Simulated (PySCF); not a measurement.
Predicted microwave data (PBE0-D3(BJ)/def2-SVP geometry optimisation, gas phase (PySCF 2.14.0)) for one isomer of C10H8:

```
Rotational constants : A = 2743, B = 1297, C = 880.5 MHz
Dipole components    : |μa| = 0.46 D, |μb| = 0.22 D, |μc| = 0.00 D
Inertial defect      : 0.00 u·Å²
κ                    : -0.55
```

Problem. Which structure is it? (One computed conformer of each.)
A. `C=C1C=Cc2ccccc21`
B. `C#CC#CC1=CCC=CC1`
C. `[CH:1]1=[CH:2][C:3]1=[CH:4][c:5]1[cH:6][cH:7][cH:8][cH:9][cH:10]1` with C3–C4–C5–C6 180°
D. `[CH:1]#[C:2][c:3]1[cH:4][cH:5][cH:6][cH:7][c:8]1[CH:9]=[CH2:10]` with C7–C8–C9–C10 12°
E. naphthalene (`c1ccc2ccccc2c1`)

Solution. A. It is C=C1C=Cc2ccccc21, an asymmetric top, point group Cs. The candidates at the same level (rigid rotor, commonest isotopes):

| SMILES | A (MHz) | B (MHz) | C (MHz) | μa (D) | μb (D) | μc (D) | Δ (u·Å²) | point group | rotor |
| --- | --- | --- | --- | --- | --- | --- | --- | --- | --- |
| C#CC#CC1=CCC=CC1 | 4966 | 555.0 | 502.3 | 1.36 | 0.17 | 0.00 | -6.14 | Cs | near-prolate asymmetric top |
| C#Cc1ccccc1C=C | 1632 | 1458 | 771.2 | 0.47 | 0.24 | 0.00 | -0.98 | C1 | asymmetric top |
| C1=CC1=Cc1ccccc1 | 4185 | 766.1 | 647.6 | 3.08 | 0.81 | 0.00 | 0.00 | Cs | near-prolate asymmetric top |
| c1ccc2ccccc2c1 | 3122 | 1234 | 884.3 | 0.00 | 0.00 | 0.00 | 0.00 | D2h | asymmetric top |
| C=C1C=Cc2ccccc21 | 2743 | 1297 | 880.5 | 0.46 | 0.22 | 0.00 | 0.00 | Cs | asymmetric top |

`C#CC#CC1=CCC=CC1` has A 81 % too high; `C1=CC1=Cc1ccccc1` has A 53 % too high; `C#Cc1ccccc1C=C` has A 41 % too low; `c1ccc2ccccc2c1` has A 14 % too high. In the right answer the mirror of this Cs structure is the ab plane, so μc vanishes by symmetry. No structure here is proved a minimum.
